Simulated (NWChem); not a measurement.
The numbers come from NWChem runs, not from measurements. System: methyl formate (C₂H₄O₂), charge 0, spin multiplicity 1, at a geometry optimised with PBE0/def2-SVP.

Job file:

```
start mol
memory heap 100 mb stack 700 mb global 1900 mb
geometry units angstroms nocenter noautoz noautosym
  C     -1.374822    -0.303103     0.103078
  O     -0.061601    -0.820880     0.255085
  C      0.930492     0.023026    -0.013095
  O      0.800398     1.159695    -0.365209
  H     -1.554237     0.009771    -0.936282
  H     -2.059927    -1.113157     0.377801
  H     -1.531376     0.566561     0.758260
  H      1.901143    -0.493232     0.141317
end
basis spherical
  * library cc-pvdz
end
scf
  rhf
  nopen 0
  maxiter 100
  thresh 1e-7
  semidirect memsize 60000000 filesize 0
end
tce
  freeze core 4
  cr-ccsd(t)
  2eorb
  2emet 13
  thresh 1e-6
  maxiter 100
  tilesize 24
end
task tce energy
```

The output up to the point where the run's verdict is printed (cleaned and shortened):

```
             Northwest Computational Chemistry Package (NWChem) 7.3.0
             --------------------------------------------------------

                                NWChem Input Module
                                -------------------

 Scaling coordinates for geometry "geometry" by  1.889725989
 (inverse scale =  0.529177249)

                             Geometry "geometry" -> ""
                             -------------------------

 Output coordinates in angstroms (scale by  1.889725989 to convert to a.u.)

  No.       Tag          Charge          X              Y              Z
 ---- ---------------- ---------- -------------- -------------- --------------
    1 C                    6.0000    -1.37482200    -0.30310300     0.10307800
    2 O                    8.0000    -0.06160100    -0.82088000     0.25508500
    3 C                    6.0000     0.93049200     0.02302600    -0.01309500
    4 O                    8.0000     0.80039800     1.15969500    -0.36520900
    5 H                    1.0000    -1.55423700     0.00977100    -0.93628200
    6 H                    1.0000    -2.05992700    -1.11315700     0.37780100
    7 H                    1.0000    -1.53137600     0.56656100     0.75826000
    8 H                    1.0000     1.90114300    -0.49323200     0.14131700

 Effective nuclear repulsion energy (a.u.)     122.8375435292

            Nuclear Dipole moment (a.u.)
            ----------------------------
        X                 Y               Z
 ---------------- ---------------- ----------------
    -0.0000018897     0.0000018897     0.0000037795


 Summary of "ao basis" -> "" (spherical)
 ------------------------------------------------------------------------------
       Tag                 Description            Shells   Functions and Types
 ---------------- ------------------------------  ------  ---------------------
 *                          cc-pvdz                   on all atoms

 Summary of "ao basis" -> "ao basis" (spherical)
 ------------------------------------------------------------------------------
       Tag                 Description            Shells   Functions and Types
[...]
     2   0 2 0    -20.721843      0.000000     66.092489
     2   0 1 1      1.182256      0.000000    -19.006891
     2   0 0 2    -17.312654      0.000000     11.665358

                   NWChem Extensible Many-Electron Theory Module
                   ---------------------------------------------


            General Information
            -------------------
      Number of processors :     1
         Wavefunction type : Restricted Hartree-Fock
          No. of electrons :    32
           Alpha electrons :    16
            Beta electrons :    16
           No. of orbitals :   152
            Alpha orbitals :    76
             Beta orbitals :    76
        Alpha frozen cores :     4
         Beta frozen cores :     4
     Alpha frozen virtuals :     0
      Beta frozen virtuals :     0
         Spin multiplicity : singlet
    Number of AO functions :    76
       Number of AO shells :    36
        Use of symmetry is : off
      Symmetry adaption is : off
         Schwarz screening : 0.10D-09

          Correlation Information
          -----------------------
          Calculation type : Coupled-cluster singles & doubles w/ perturbation
   Perturbative correction : Completely renormalized (T)
            Max iterations :      100
        Residual threshold : 0.10D-05
     T(0) DIIS level shift : 0.00D+00
     L(0) DIIS level shift : 0.00D+00
     T(1) DIIS level shift : 0.00D+00
     L(1) DIIS level shift : 0.00D+00
     T(R) DIIS level shift : 0.00D+00
     T(I) DIIS level shift : 0.00D+00
   CC-T/L Amplitude update :  5-th order DIIS
                I/O scheme : Global Array Library
        L-threshold :  0.10D-05
        EOM-threshold :  0.10D-05
 no EOMCCSD initial starts read in
 TCE RESTART OPTIONS
 SLICE:      F
 D4D5:       F
 quantumc:   F
 qrotation:  F
 pwtce:      F
 qducc:      F
 nacto:                         0
 nrotv:                         0
 nrot:                          0

            Memory Information
            ------------------
          Available GA space size is     249031024 doubles
          Available MA space size is     104846108 doubles

 Maximum block size supplied by input
 Maximum block size        24 doubles

 tile_dim =     20

 -------------------------------------------------

 Global array virtual files algorithm will be used

 Parallel file system coherency ......... OK

 4-electron integrals stored in orbital form

 v2    file size   =          5903616
 4-index algorithm nr.  13 is used
 imaxsize =       30
 imaxsize ichop =        0


CCSD iterations
 ---------------------------------------------------------
 Iter          Residuum       Correlation     Cpu    Wall
 ---------------------------------------------------------
    1   0.2021153032474  -0.6366998719914     0.8     0.8
    2   0.0550539496434  -0.6479413201767     0.8     0.8
    3   0.0190156046398  -0.6610007623937     0.9     0.9
    4   0.0085193120189  -0.6624983849006     1.0     1.0
    5   0.0035337311896  -0.6638071297712     0.9     0.9
    6   0.0010313931423  -0.6642594812744     0.9     0.9
    7   0.0005292120595  -0.6643488417075     0.9     0.9
    8   0.0002316793394  -0.6643628234763     0.9     0.9
    9   0.0001462324077  -0.6643640753342     1.0     1.0
   10   0.0000733125046  -0.6643709519789     0.9     0.9
   11   0.0000144444937  -0.6643752545994     1.1     1.1
   12   0.0000069393330  -0.6643760438627     0.8     0.8
   13   0.0000037417690  -0.6643764404370     0.7     0.7
   14   0.0000023292584  -0.6643764338084     0.8     0.8
   15   0.0000013744795  -0.6643764726652     0.9     0.9
   16   0.0000003845133  -0.6643764424834     0.8     0.8
 -----------------------------------------------------------------
 Iterations converged
 CCSD correlation energy / hartree =        -0.664376442483416
 CCSD total energy / hartree       =      -228.470555245074792

 Singles contributions

 Doubles contributions
 CR-CCSD(T)
```

The run crashed. NWChem stopped with the message: ccsd_t 3.
